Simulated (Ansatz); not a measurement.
Two shapes of singlet CH3Cl.

Shape 1:

```xyz
5

C     0.0000    0.0000   -1.1193
Cl    0.0000    0.0000    0.6560
H     0.0000   -1.0366   -1.4786
H    -0.8977    0.5183   -1.4786
H     0.8977    0.5183   -1.4786
```

Shape 2:

```xyz
5

C     0.0492   -0.0039   -1.1115
Cl   -0.0238    0.0320    0.6259
H     0.0162   -1.0678   -1.5142
H    -0.8477    0.5190   -1.4786
H     0.9417    0.5312   -1.4586
```

Basis set: 6-31G* (spherical functions). Correlated methods keep 6 orbitals frozen. Charge 0, multiplicity 1.

Computed with Ansatz (development build ahead of 0.2.0); each method stands on the lowest determinant of its kind that the runs found.

(1) Which shape is lower in energy, and by how much in each method?

## Answers

(1)

```tsv
method	E(2) − E(1) (eV)
RHF	0.094
RHF-MP2	0.071
```

Shape 1 is lower.
